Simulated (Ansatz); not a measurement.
## Telling isomers of C2H7B apart by their spectra

These gas-phase data were calculated for one isomer of C2H7B at r2SCAN-D4/def2-TZVP (harmonic, unscaled wavenumbers; equilibrium rotational constants with average atomic masses):

* rotational constants: 37.09, 7.546, 6.778 GHz
* all wavenumbers above 1500 cm⁻¹: 3112, 3110, 3065, 3065, 2986, 2985, 2549
* dipole moment: 0.44 D (PBE0/def2-TZVPD)

Candidates:

(1) `CBC`, a singlet
(2) `BCC`, a singlet

Question: Which structure fits?

Answer: Candidate (1). 1 mode lies between 2350 and 2900 cm⁻¹, one for each B–H bond, while (2) has 2.

The same quantities for all candidates:

```
     rotational constants (GHz)                     wavenumbers above 1500 cm⁻¹  dipole (D)  E above the lowest, r2SCAN-D4/def2-TZVP (kcal/mol)
(1)         37.09, 7.546, 6.778        3112, 3110, 3065, 3065, 2986, 2985, 2549        0.44                                                 0.0
(2)          33.87, 8.552, 7.46  3103, 3096, 3029, 3028, 2918, 2631, 2555, 1503        0.71                                                16.0
```

Harmonic stretches to hydrogen usually lie a few per cent above observed fundamentals. Each candidate is one conformer. Programs: Ansatz 0.2.0.
